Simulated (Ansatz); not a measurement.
# H₄OSSi: a barrier at many levels of theory

Aim: the barrier and energy of one elementary step (S2–H4 formed, Si1–S2 loosened, O3–H4 broken) from LDA up to coupled cluster, on fixed structures, to see where each rung fails.

Computed with Ansatz 0.2.0, Gaussian basis. Level: single points in def2-TZVPP on PBE0-D4/def2-TZVP structures.

Levels: SPW92, PBE-D4, BLYP-D4, r2SCAN-D4, B97M-V, PBE0-D4, B3LYP-D4, r2SCAN0-D4, BHLYP-D4, CAM-B3LYP-D4, wB97X-V, wB97M-V, B2PLYP, PBE-QIDH, RPA on PBE, Hartree-Fock, MP2, CCSD, CCSD(T). The reference is CCSD(T) at the basis limit, from triple and quadruple zeta. Zero-point energies come from PBE0-D4 vibrations.

Correlated methods freeze the cores. B3LYP uses VWN-RPA correlation. B2PLYP carries no dispersion term here.

42 further runs of the same task are left out: 42 set aside as unsound or not needed.

### Step 1. The three structures

Charge 0, multiplicity 1. The folders r, ts and p hold the start, the saddle and the end; their coordinates stand in the first inputs.

| pair | r (Å) | ts (Å) | p (Å) |
| --- | --- | --- | --- |
| S2–H4 | 3.330 | 1.423 | 1.345 |
| Si1–S2 | 2.133 | 2.427 | 2.514 |
| O3–H4 | 0.959 | 1.741 | 3.036 |

### Step 2. SPW92/def2-TZVPP

File r/in.yaml:

```yaml
crystal:
  periodic: [false, false, false]
  atoms:
    - {symbol: Si, position_ang: [-0.303040, -0.225887, 0.384534]}
    - {symbol: S, position_ang: [1.679782, -0.648712, -0.278074]}
    - {symbol: O, position_ang: [-0.913193, 1.172057, -0.222861]}
    - {symbol: H, position_ang: [-0.379802, 1.963056, -0.125751]}
    - {symbol: H, position_ang: [-1.256650, -1.267061, -0.051700]}
    - {symbol: H, position_ang: [-0.159522, -0.191883, 1.861484]}
    - {symbol: H, position_ang: [1.332426, -0.801669, -1.567633]}
basis:
  gaussian: {orbitals: def2-TZVPP}
hamiltonian: {xc: lda}
```

File ts/in.yaml:

```yaml
crystal:
  periodic: [false, false, false]
  atoms:
    - {symbol: Si, position_ang: [-0.685348, -0.131043, 0.574944]}
    - {symbol: S, position_ang: [1.519923, 0.017328, -0.427922]}
    - {symbol: O, position_ang: [-1.024356, 1.266784, 0.000769]}
    - {symbol: H, position_ang: [0.620227, 1.113459, -0.549888]}
    - {symbol: H, position_ang: [-1.207529, -1.396974, -0.009609]}
    - {symbol: H, position_ang: [-0.325462, -0.353514, 2.000853]}
    - {symbol: H, position_ang: [1.102544, -0.516140, -1.589146]}
basis:
  gaussian: {orbitals: def2-TZVPP}
hamiltonian: {xc: lda}
```

File p/in.yaml:

```yaml
crystal:
  periodic: [false, false, false]
  atoms:
    - {symbol: Si, position_ang: [-0.844068, -0.153336, 0.570566]}
    - {symbol: S, position_ang: [1.413586, -0.230654, -0.531740]}
    - {symbol: O, position_ang: [-1.505557, 1.038605, -0.118885]}
    - {symbol: H, position_ang: [1.520153, 1.100359, -0.366395]}
    - {symbol: H, position_ang: [-1.142418, -1.575893, 0.232858]}
    - {symbol: H, position_ang: [-0.258684, -0.096867, 1.941988]}
    - {symbol: H, position_ang: [0.816987, -0.082313, -1.728392]}
basis:
  gaussian: {orbitals: def2-TZVPP}
hamiltonian: {xc: lda}
```

Each run has its own folder and the same command.

Launch:

```sh
$ ansatz run in.yaml --threads 2 --pin off --events-out ev --progress --plain --max-ram 4352MiB
```

The runs that follow: PBE-D4/def2-TZVPP; BLYP-D4/def2-TZVPP; r2SCAN-D4/def2-TZVPP; B97M-V/def2-TZVPP; PBE0-D4/def2-TZVPP; B3LYP-D4/def2-TZVPP; r2SCAN0-D4/def2-TZVPP; BHLYP-D4/def2-TZVPP; CAM-B3LYP-D4/def2-TZVPP; wB97X-V/def2-TZVPP; wB97M-V/def2-TZVPP; B2PLYP/def2-TZVPP; PBE-QIDH/def2-TZVPP; RPA on PBE/def2-TZVPP; CCSD(T)/def2-TZVPP; MP2/def2-QZVPP; Vibrations of the start structure; Vibrations of the end structure.

Before running it: what results should come out? Wanted: barrier, CCSD(T)/CBS; reverse barrier, CCSD(T)/CBS; step energy, CCSD(T)/CBS; barrier with zero-point energy; step energy with zero-point energy; imaginary mode at the saddle; largest T1 diagnostic.

As calculated:

| quantity | value |
| --- | --- |
| barrier, CCSD(T)/CBS | 227.4 kJ/mol |
| reverse barrier, CCSD(T)/CBS | 16.3 kJ/mol |
| step energy, CCSD(T)/CBS | +211.0 kJ/mol |
| barrier with zero-point energy | 214.5 kJ/mol |
| step energy with zero-point energy | +202.9 kJ/mol |
| imaginary mode at the saddle | 528i cm⁻¹ |
| largest T1 diagnostic | 0.017 |

**Reading.** CAM-B3LYP-D4 is the best functional here (-0.2 kJ/mol from CCSD(T)/CBS); SPW92 is the worst (-33.4 kJ/mol). Mean unsigned error by rung: LDA 33.4, GGA 30.5, meta-GGA 8.8, hybrid 9.1, range-separated hybrid 1.4, double hybrid 6.1 kJ/mol. PBE-D4 gives a barrier 30.2 kJ/mol too low, outside chemical accuracy (1 kcal/mol, 4.2 kJ/mol). Every functional without exact exchange puts the forward barrier too low. The barrier rises with the share of exact exchange, from BLYP-D4 through B3LYP-D4 to BHLYP-D4 (-30.8, -9.7, +17.1 kJ/mol). Hartree-Fock, with no correlation, is off by +51.8 kJ/mol. Zero-point motion lowers the barrier by 12.9 kJ/mol.
